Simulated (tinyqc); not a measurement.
ROHF in the sto-3g basis, for CH2, spin multiplicity 3, step by step (part 1 of 2). Computed by tinyqc, a small Python program that keeps every step (integrals from PySCF). Settings: charge = 0, multiplicity = 3, basis = sto-3g, energy threshold = 1e-10, iteration cap = 53, orthogonalisation = canonical, start = core, DIIS depth = 8, method = ROHF. Command: `OMP_NUM_THREADS=1 python tinyqc.py 28377 28378 out.jsonl` (the two numbers bound the seeds that draw the settings). One thread of a shared host (Intel(R) Xeon(R) Processor @ 2.60GHz), about 0.09 s of CPU time with the checks. Later iterations appear only in the table of the cycle.

## One-electron integrals

Geometry (angstrom):
```
atom        x         y        z
C     0.00000   0.00000  0.00000
H     0.00000   1.07600  0.64600
H     0.00000  -1.09800  0.65900
```

Basis sto-3g: exponents (1/bohr^2) and contraction coefficients of normalised primitives:
```
element  l (shell)  exponent  coefficient
C            s (1)  71.61684      0.15433
C            s (1)  13.04510      0.53533
C            s (1)   3.53051      0.44463
C            s (2)   2.94125     -0.09997
C            s (2)   0.68348      0.39951
C            s (2)   0.22229      0.70012
C            p (3)   2.94125      0.15592
C            p (3)   0.68348      0.60768
C            p (3)   0.22229      0.39196
H            s (1)   3.42525      0.15433
H            s (1)   0.62391      0.53533
H            s (1)   0.16886      0.44463
```

Overlap, kinetic and nuclear-attraction integrals over the contracted functions; the nuclear repulsion is the sum of Za Zb / Rab.

nuclear repulsion = 5.2526793 hartree

overlap S, lower triangle:
```
          1C 1s    1C 2s   1C 2px    1C 2py   1C 2pz    2H 1s    3H 1s
1C 1s   1.00000
1C 2s   0.24836  1.00000
1C 2px  0.00000  0.00000  1.00000
1C 2py  0.00000  0.00000  0.00000   1.00000
1C 2pz  0.00000  0.00000  0.00000   0.00000  1.00000
2H 1s   0.04247  0.40032  0.00000   0.34835  0.20914  1.00000
3H 1s   0.04006  0.38721  0.00000  -0.33991  0.20401  0.08898  1.00000
```

kinetic energy T (hartree), lower triangle:
```
           1C 1s    1C 2s   1C 2px    1C 2py   1C 2pz     2H 1s    3H 1s
1C 1s   15.89112
1C 2s   -0.08589  0.47225
1C 2px   0.00000  0.00000  1.47773
1C 2py   0.00000  0.00000  0.00000   1.47773
1C 2pz   0.00000  0.00000  0.00000   0.00000  1.47773
2H 1s   -0.01191  0.06084  0.00000   0.14643  0.08791   0.76003
3H 1s   -0.01158  0.05504  0.00000  -0.13631  0.08181  -0.01136  0.76003
```

nuclear attraction V (hartree), lower triangle:
```
            1C 1s     1C 2s    1C 2px    1C 2py    1C 2pz     2H 1s     3H 1s
1C 1s   -34.48762
1C 2s    -4.39958  -6.01437
1C 2px    0.00000   0.00000  -5.91025
1C 2py   -0.00043  -0.00391   0.00000  -6.04691
1C 2pz   -0.01289  -0.14078   0.00000  -0.00187  -5.95949
2H 1s    -0.76316  -1.96557   0.00000  -1.57174  -0.97072  -3.97157
3H 1s    -0.71948  -1.88588   0.00000   1.51778  -0.93752  -0.39261  -3.92436
```

core Hamiltonian H = T + V (hartree), lower triangle:
```
            1C 1s     1C 2s    1C 2px    1C 2py    1C 2pz     2H 1s     3H 1s
1C 1s   -18.59650
1C 2s    -4.48547  -5.54212
1C 2px    0.00000   0.00000  -4.43252
1C 2py   -0.00043  -0.00391   0.00000  -4.56918
1C 2pz   -0.01289  -0.14078   0.00000  -0.00187  -4.48177
2H 1s    -0.77506  -1.90473   0.00000  -1.42531  -0.88281  -3.21153
3H 1s    -0.73106  -1.83083   0.00000   1.38147  -0.85571  -0.40396  -3.16433
```

## Two-electron integrals

Functions are numbered as in S; the eight-fold symmetry (ij|kl) = (ji|kl) = (kl|ij) leaves the list below.

Two-electron integrals (ij|kl) in chemists' order, unique and non-zero (hartree):
```
(11|11) 3.54195     (21|11) 0.57692     (21|21) 0.11189     (22|11) 0.85468
(22|21) 0.20528     (22|22) 0.62471     (31|31) 0.02030     (32|31) 0.03086
(32|32) 0.13800     (33|11) 0.85244     (33|21) 0.20534     (33|22) 0.62457
(33|33) 0.67283     (41|41) 0.02030     (42|41) 0.03086     (42|42) 0.13800
(43|43) 0.03627     (44|11) 0.85244     (44|21) 0.20534     (44|22) 0.62457
(44|33) 0.60030     (44|44) 0.67283     (51|51) 0.02030     (52|51) 0.03086
(52|52) 0.13800     (53|53) 0.03627     (54|54) 0.03627     (55|11) 0.85244
(55|21) 0.20534     (55|22) 0.62457     (55|33) 0.60030     (55|44) 0.60030
(55|55) 0.67283     (61|11) 0.09905     (61|21) 0.01911     (61|22) 0.03504
(61|33) 0.03492     (61|41) 0.00098     (61|42) 0.00184     (61|44) 0.03519
(61|51) 0.00059     (61|52) 0.00111     (61|54) 0.00016     (61|55) 0.03501
(61|61) 0.00333     (62|11) 0.25536     (62|21) 0.06224     (62|22) 0.21067
(62|33) 0.20546     (62|41) 0.00507     (62|42) 0.03608     (62|44) 0.21679
(62|51) 0.00304     (62|52) 0.02166     (62|54) 0.00681     (62|55) 0.20954
(62|61) 0.01110     (62|62) 0.09604     (63|31) 0.00610     (63|32) 0.03286
(63|43) 0.00690     (63|53) 0.00415     (63|63) 0.01128     (64|11) 0.19263
(64|21) 0.04753     (64|22) 0.17059     (64|33) 0.16207     (64|41) 0.00944
(64|42) 0.05974     (64|44) 0.18437     (64|51) 0.00201     (64|52) 0.01614
(64|54) 0.00924     (64|55) 0.16513     (64|61) 0.00884     (64|62) 0.09226
(64|64) 0.09830     (65|11) 0.11565     (65|21) 0.02854     (65|22) 0.10242
(65|33) 0.09730     (65|41) 0.00201     (65|42) 0.01614     (65|44) 0.10240
(65|51) 0.00730     (65|52) 0.04255     (65|54) 0.00997     (65|55) 0.10743
(65|61) 0.00531     (65|62) 0.05539     (65|64) 0.05224     (65|65) 0.04265
(66|11) 0.41660     (66|21) 0.10324     (66|22) 0.39867     (66|33) 0.37797
(66|41) 0.01005     (66|42) 0.09766     (66|44) 0.42324     (66|51) 0.00603
(66|52) 0.05863     (66|54) 0.02718     (66|55) 0.39429     (66|61) 0.01863
(66|62) 0.23576     (66|64) 0.24943     (66|65) 0.14975     (66|66) 0.77461
(71|11) 0.09340     (71|21) 0.01802     (71|22) 0.03304     (71|33) 0.03293
(71|41) -0.00092    (71|42) -0.00173    (71|44) 0.03318     (71|51) 0.00055
(71|52) 0.00104     (71|54) -0.00015    (71|55) 0.03302     (71|61) 0.00305
(71|62) 0.00983     (71|64) 0.00719     (71|65) 0.00471     (71|66) 0.01624
(71|71) 0.00296     (72|11) 0.24481     (72|21) 0.05969     (72|22) 0.20253
(72|33) 0.19749     (72|41) -0.00485    (72|42) -0.03482    (72|44) 0.20846
(72|51) 0.00291     (72|52) 0.02090     (72|54) -0.00658    (72|55) 0.20144
(72|61) 0.00999     (72|62) 0.06414     (72|64) 0.04482     (72|65) 0.03602
(72|66) 0.12101     (72|71) 0.01004     (72|72) 0.08946     (73|31) 0.00580
(73|32) 0.03139     (73|43) -0.00663    (73|53) 0.00398     (73|63) 0.00694
(73|73) 0.01039     (74|11) -0.18606    (74|21) -0.04592    (74|22) -0.16522
(74|33) -0.15699    (74|41) 0.00901     (74|42) 0.05747     (74|44) -0.17851
(74|51) -0.00193    (74|52) -0.01565    (74|54) 0.00893     (74|55) -0.15996
(74|61) -0.00736    (74|62) -0.04529    (74|64) -0.02576    (74|65) -0.02499
(74|66) -0.08090    (74|71) -0.00805    (74|72) -0.08654    (74|74) 0.09260
(75|11) 0.11167     (75|21) 0.02756     (75|22) 0.09916     (75|33) 0.09422
(75|41) -0.00193    (75|42) -0.01565    (75|44) 0.09918     (75|51) 0.00695
(75|52) 0.04079     (75|54) -0.00960    (75|55) 0.10397     (75|61) 0.00482
(75|62) 0.03620     (75|64) 0.02487     (75|65) 0.02686     (75|66) 0.07213
(75|71) 0.00483     (75|72) 0.05194     (75|74) -0.04934    (75|75) 0.04001
(76|11) 0.04979     (76|21) 0.01219     (76|22) 0.04295     (76|33) 0.04178
(76|41) -5.75e-06   (76|42) -0.00007    (76|44) 0.04309     (76|51) 0.00099
(76|52) 0.00759     (76|54) -1.69e-05   (76|55) 0.04394     (76|61) 0.00212
(76|62) 0.01740     (76|64) 0.01457     (76|65) 0.01105     (76|66) 0.03984
(76|71) 0.00200     (76|72) 0.01687     (76|74) -0.01428    (76|75) 0.01077
(76|76) 0.00398     (77|11) 0.40877     (77|21) 0.10132     (77|22) 0.39249
(77|33) 0.37227     (77|41) -0.00972    (77|42) -0.09555    (77|44) 0.41647
(77|51) 0.00583     (77|52) 0.05735     (77|54) -0.02653    (77|55) 0.38819
(77|61) 0.01691     (77|62) 0.12406     (77|64) 0.08216     (77|65) 0.07351
(77|66) 0.24298     (77|71) 0.01723     (77|72) 0.22634     (77|74) -0.24101
(77|75) 0.14465     (77|76) 0.03984     (77|77) 0.77461
```

## Orthogonalisation

S = U s U^T; canonical form X = U s^(-1/2), so that X^T S X = 1. Each column of U has its largest component positive (the first on a tie).

eigenvalues of S: 0.38719  0.46754  0.87699  1.00000  1.09604  1.44400  1.72824

X:
```
               1         2         3        4         5         6        7
1C 1s   -0.33622   0.03699   0.75382  0.00000  -0.59402  -0.00731  0.20187
1C 2s    1.07184  -0.09317  -0.31050  0.00000  -0.28058  -0.01304  0.46893
1C 2px   0.00000   0.00000   0.00000  1.00000   0.00000   0.00000  0.00000
1C 2py   0.10261   0.98149  -0.00173  0.00000   0.00163   0.61444  0.01453
1C 2pz   0.49058  -0.04232   0.63557  0.00000   0.65869  -0.00626  0.20987
2H 1s   -0.80909  -0.69611  -0.18664  0.00000   0.15149   0.38487  0.38062
3H 1s   -0.64419   0.82408  -0.19191  0.00000   0.15480  -0.40817  0.35895
```

## Starting guess

The start is the orbitals of the core Hamiltonian; D(s) = C_occ C_occ^T for each spin.

D(alpha) at the start, lower triangle:
```
           1C 1s     1C 2s   1C 2px    1C 2py    1C 2pz    2H 1s    3H 1s
1C 1s    1.07242
1C 2s   -0.30262   1.25871
1C 2px   0.00000   0.00000  1.00000
1C 2py  -0.00094   0.00582  0.00000   1.17464
1C 2pz  -0.02098   0.11328  0.00000   0.00300   1.06436
2H 1s    0.03590  -0.14235  0.00000  -0.15560  -0.09652  0.04314
3H 1s    0.03473  -0.13737  0.00000   0.15108  -0.09368  0.00199  0.04091
```

D(beta) at the start, lower triangle:
```
           1C 1s     1C 2s   1C 2px    1C 2py    1C 2pz    2H 1s    3H 1s
1C 1s    1.06250
1C 2s   -0.26174   1.09028
1C 2px   0.00000   0.00000  0.00000
1C 2py  -0.00093   0.00577  0.00000   1.17464
1C 2pz  -0.11247   0.49028  0.00000   0.00310   0.22050
2H 1s    0.03883  -0.15442  0.00000  -0.15561  -0.06950  0.04227
3H 1s    0.03762  -0.14927  0.00000   0.15107  -0.06705  0.00113  0.04007
```

## Iteration 1: building the Fock matrix

J_ij = sum D_kl (ij|kl) with D = D(alpha) + D(beta), K_ij = sum D_kl (ik|jl) for each spin; F = H + J - K(s); E = tr D H + tr D J / 2 - 0.5 sum_s tr D(s) K(s) + E_nn.

Coulomb J (hartree), lower triangle:
```
           1C 1s     1C 2s   1C 2px    1C 2py   1C 2pz    2H 1s    3H 1s
1C 1s   12.36734
1C 2s    2.41489   5.51783
1C 2px   0.00000   0.00000  5.48879
1C 2py   0.00002  -0.00052  0.00000   5.55101
1C 2pz   0.02244   0.09678  0.00000  -0.00023  5.49729
2H 1s    0.41432   1.80478  0.00000   1.43397  0.87743  3.26483
3H 1s    0.39071   1.73417  0.00000  -1.38848  0.84895  0.36423  3.21257
```

exchange K(alpha) (hartree), lower triangle:
```
          1C 1s     1C 2s   1C 2px    1C 2py   1C 2pz    2H 1s    3H 1s
1C 1s   3.65855
1C 2s   0.67503   1.10025
1C 2px  0.00000   0.00000  0.90893
1C 2py  0.00000  -0.00015  0.00000   0.90366
1C 2pz  0.00033   0.00017  0.00000  -0.00020  0.90685
2H 1s   0.12279   0.31223  0.00000   0.18872  0.11233  0.16271
3H 1s   0.11598   0.29887  0.00000  -0.18189  0.10820  0.06200  0.15054
```

exchange K(beta) (hartree), lower triangle:
```
          1C 1s     1C 2s   1C 2px    1C 2py   1C 2pz    2H 1s    3H 1s
1C 1s   3.61459
1C 2s   0.61681   0.74907
1C 2px  0.00000   0.00000  0.18350
1C 2py  0.00000  -0.00027  0.00000   0.81401
1C 2pz  0.01169   0.27641  0.00000   0.00006  0.29119
2H 1s   0.11172   0.25288  0.00000   0.17566  0.11687  0.14288
3H 1s   0.10546   0.24234  0.00000  -0.16937  0.11210  0.04970  0.13227
```

F(alpha) (hartree), lower triangle:
```
           1C 1s     1C 2s   1C 2px    1C 2py    1C 2pz     2H 1s     3H 1s
1C 1s   -9.88771
1C 2s   -2.74561  -1.12454
1C 2px   0.00000   0.00000  0.14734
1C 2py  -0.00041  -0.00429  0.00000   0.07817
1C 2pz   0.00922  -0.04417  0.00000  -0.00190   0.10868
2H 1s   -0.48353  -0.41218  0.00000  -0.18006  -0.11771  -0.10941
3H 1s   -0.45633  -0.39553  0.00000   0.17489  -0.11495  -0.10173  -0.10231
```

F(beta) (hartree), lower triangle:
```
           1C 1s     1C 2s   1C 2px    1C 2py    1C 2pz     2H 1s     3H 1s
1C 1s   -9.84375
1C 2s   -2.68739  -0.77337
1C 2px   0.00000   0.00000  0.87276
1C 2py  -0.00040  -0.00417  0.00000   0.16782
1C 2pz  -0.00214  -0.32042  0.00000  -0.00216   0.72433
2H 1s   -0.47246  -0.35283  0.00000  -0.16701  -0.12225  -0.08959
3H 1s   -0.44581  -0.33900  0.00000   0.16237  -0.11886  -0.08944  -0.08404
```

total energy of this density = -36.9120590 hartree

## Iteration 1: Roothaan effective Fock matrix

With projectors Pc = D(beta) S, Po = (D(alpha) - D(beta)) S, Pv = 1 - D(alpha) S, the block xy is Px^T F Py; with Fc = (F(alpha) + F(beta))/2, the blocks are Fc for cc, oo, vv and cv, F(beta) for co and F(alpha) for ov.

effective F (hartree), lower triangle:
```
           1C 1s     1C 2s   1C 2px    1C 2py    1C 2pz     2H 1s     3H 1s
1C 1s   -9.86560
1C 2s   -2.71083  -0.91821
1C 2px   0.00000   0.00000  0.51005
1C 2py  -0.00040  -0.00422  0.00000   0.12299
1C 2pz  -0.00856  -0.20976  0.00000  -0.00200   0.38705
2H 1s   -0.47793  -0.37664  0.00000  -0.17353  -0.13299  -0.09950
3H 1s   -0.45102  -0.36167  0.00000   0.16864  -0.12940  -0.09560  -0.09320
```

## Iteration 1: diagonalisation and new density

Diagonalise F' = X^T F X, C = X C', fill 5 alpha and 3 beta electrons from the bottom; D(s) = C_occ C_occ^T. Each column has its largest component positive (the first on a tie).

F' = X^T F X (hartree), lower triangle:
```
          1         2         3        4         5         6         7
1   0.34699
2   0.04672   0.62875
3   0.86808  -0.11373  -3.96702
4   0.00000   0.00000   0.00000  0.51005
5  -0.69136   0.09848   4.45492  0.00000  -4.03445
6  -0.00136   0.10296   0.06748  0.00000  -0.06972  -0.12168
7   0.30037  -0.04516  -2.25331  0.00000   2.31851   0.04054  -1.63063
```

orbital energies (hartree): MO1 -9.87372, MO2 -0.36564, MO3 -0.13400, MO4 0.34843, MO5 0.51005, MO6 0.59575, MO7 0.65114

coefficients C:
```
             MO1       MO2       MO3       MO4      MO5       MO6       MO7
1C 1s    0.99170  -0.20564  -0.00181  -0.20967  0.00000  -0.07828  -0.02165
1C 2s    0.03399   0.63876   0.00800   0.94506  0.00000   0.48247   0.13255
1C 2px   0.00000   0.00000   0.00000   0.00000  1.00000   0.00000   0.00000
1C 2py   0.00019   0.00858  -0.47967  -0.02469  0.00000  -0.20436   1.03878
1C 2pz   0.00401   0.22145   0.00272  -0.39547  0.00000   0.94100   0.18283
2H 1s   -0.00682   0.31565  -0.48317  -0.50984  0.00000  -0.45382  -0.83124
3H 1s   -0.00657   0.30286   0.50388  -0.53229  0.00000  -0.71580   0.55585
```

D(alpha) after iteration 1, lower triangle:
```
           1C 1s     1C 2s   1C 2px    1C 2py   1C 2pz    2H 1s    3H 1s
1C 1s    1.06972
1C 2s   -0.29582   1.30238
1C 2px   0.00000   0.00000  1.00000
1C 2py   0.00447  -0.02169  0.00000   0.23077
1C 2pz   0.04135  -0.23214  0.00000   0.01036  0.20546
2H 1s    0.03610  -0.28430  0.00000   0.24706  0.27019  0.59307
3H 1s    0.04190  -0.30578  0.00000  -0.22596  0.27892  0.12356  0.62899
```

D(beta) after iteration 1, lower triangle:
```
           1C 1s    1C 2s   1C 2px    1C 2py   1C 2pz     2H 1s    3H 1s
1C 1s    1.02576
1C 2s   -0.09766  0.40924
1C 2px   0.00000  0.00000  0.00000
1C 2py  -0.00071  0.00165  0.00000   0.23016
1C 2pz  -0.04157  0.14161  0.00000   0.00060  0.04906
2H 1s   -0.07080  0.19753  0.00000   0.23447  0.06856   0.33314
3H 1s   -0.06970  0.19726  0.00000  -0.23910  0.06841  -0.14782  0.34567
```

## Iteration 2: building the Fock matrix

As before.

Coulomb J (hartree), lower triangle:
```
           1C 1s     1C 2s   1C 2px    1C 2py   1C 2pz    2H 1s    3H 1s
1C 1s   11.08008
1C 2s    2.11915   4.89125
1C 2px   0.00000   0.00000  4.85760
1C 2py  -0.00037  -0.00256  0.00000   4.94745
1C 2pz   0.01790   0.16367  0.00000   0.00103  4.85181
2H 1s    0.36372   1.70041  0.00000   1.39720  0.87176  3.48363
3H 1s    0.34302   1.63917  0.00000  -1.35939  0.84638  0.35058  3.46332
```

exchange K(alpha) (hartree), lower triangle:
```
          1C 1s     1C 2s   1C 2px    1C 2py   1C 2pz    2H 1s    3H 1s
1C 1s   3.62165
1C 2s   0.62856   0.96190
1C 2px  0.00000   0.00000  0.86069
1C 2py  0.00012  -0.00484  0.00000   0.60641
1C 2pz  0.00394  -0.01601  0.00000   0.01008  0.50044
2H 1s   0.11325   0.36890  0.00000   0.31804  0.21303  0.66902
3H 1s   0.10696   0.35577  0.00000  -0.31085  0.21049  0.08354  0.67403
```

exchange K(beta) (hartree), lower triangle:
```
          1C 1s    1C 2s   1C 2px    1C 2py   1C 2pz    2H 1s    3H 1s
1C 1s   3.56185
1C 2s   0.59775  0.59821
1C 2px  0.00000  0.00000  0.11791
1C 2py  0.00002  0.00447  0.00000   0.51827
1C 2pz  0.00129  0.21228  0.00000   0.00167  0.20184
2H 1s   0.10397  0.34656  0.00000   0.29926  0.16929  0.55764
3H 1s   0.09809  0.33652  0.00000  -0.29468  0.16507  0.05540  0.55534
```

F(alpha) (hartree), lower triangle:
```
            1C 1s     1C 2s    1C 2px    1C 2py    1C 2pz     2H 1s     3H 1s
1C 1s   -11.13808
1C 2s    -2.99488  -1.61277
1C 2px    0.00000   0.00000  -0.43561
1C 2py   -0.00092  -0.00163   0.00000  -0.22815
1C 2pz    0.00107   0.03889   0.00000  -0.01092  -0.13039
2H 1s    -0.52459  -0.57321   0.00000  -0.34615  -0.22408  -0.39692
3H 1s    -0.49500  -0.54743   0.00000   0.33294  -0.21981  -0.13693  -0.37504
```

F(beta) (hartree), lower triangle:
```
            1C 1s     1C 2s   1C 2px    1C 2py    1C 2pz     2H 1s     3H 1s
1C 1s   -11.07827
1C 2s    -2.96407  -1.24908
1C 2px    0.00000   0.00000  0.30716
1C 2py   -0.00082  -0.01094  0.00000  -0.14000
1C 2pz    0.00372  -0.18940  0.00000  -0.00251   0.16821
2H 1s    -0.51531  -0.55087  0.00000  -0.32737  -0.18034  -0.28554
3H 1s    -0.48613  -0.52818  0.00000   0.31676  -0.17439  -0.10878  -0.25635
```

total energy of this density = -38.2846621 hartree

## Iteration 2: Roothaan effective Fock matrix

As before.

effective F (hartree), lower triangle:
```
            1C 1s     1C 2s    1C 2px    1C 2py    1C 2pz     2H 1s     3H 1s
1C 1s   -11.10846
1C 2s    -2.97660  -1.37692
1C 2px    0.00000   0.00000  -0.06423
1C 2py   -0.00104  -0.00750   0.00000  -0.18407
1C 2pz   -0.00337  -0.08603   0.00000  -0.00772  -0.04026
2H 1s    -0.52273  -0.56317   0.00000  -0.33738  -0.23405  -0.35797
3H 1s    -0.49348  -0.53899   0.00000   0.32419  -0.23046  -0.14040  -0.33407
```

## Iteration 2: DIIS over 2 matrices

error matrix X^T (FDS - SDF) X:
```
          1         2         3        4         5         6         7
1   0.00000   0.00040  -0.10373  0.00000  -0.20669  -0.00772   0.00952
2  -0.00040   0.00000   0.01616  0.00000   0.02705  -0.14386  -0.00443
3   0.10373  -0.01616   0.00000  0.00000  -0.01308   0.00174   0.03907
4   0.00000   0.00000   0.00000  0.00000   0.00000   0.00000   0.00000
5   0.20669  -0.02705   0.01308  0.00000   0.00000  -0.00078   0.02512
6   0.00772   0.14386  -0.00174  0.00000   0.00078   0.00000   0.00023
7  -0.00952   0.00443  -0.03907  0.00000  -0.02512  -0.00023   0.00000
```

B (overlaps of the stored error matrices):
```
                1               2
1   2.4906765e+00  -2.5275062e-01
2  -2.5275062e-01   1.5534476e-01
```

Minimise |sum c_i e_i|^2 with sum c_i = 1: solve [B -1; -1 0][c; lambda] = [0; -1] with B_ij = tr e_i^T e_j, and take F = sum c_i F_i.

DIIS coefficients: 0.12949  0.87051

extrapolated F (hartree), lower triangle:
```
            1C 1s     1C 2s   1C 2px    1C 2py    1C 2pz     2H 1s     3H 1s
1C 1s   -10.94752
1C 2s    -2.94219  -1.31752
1C 2px    0.00000   0.00000  0.01014
1C 2py   -0.00096  -0.00708  0.00000  -0.14431
1C 2pz   -0.00405  -0.10205  0.00000  -0.00698   0.01508
2H 1s    -0.51693  -0.53902  0.00000  -0.31617  -0.22096  -0.32450
3H 1s    -0.48798  -0.51603  0.00000   0.30405  -0.21737  -0.13460  -0.30288
```
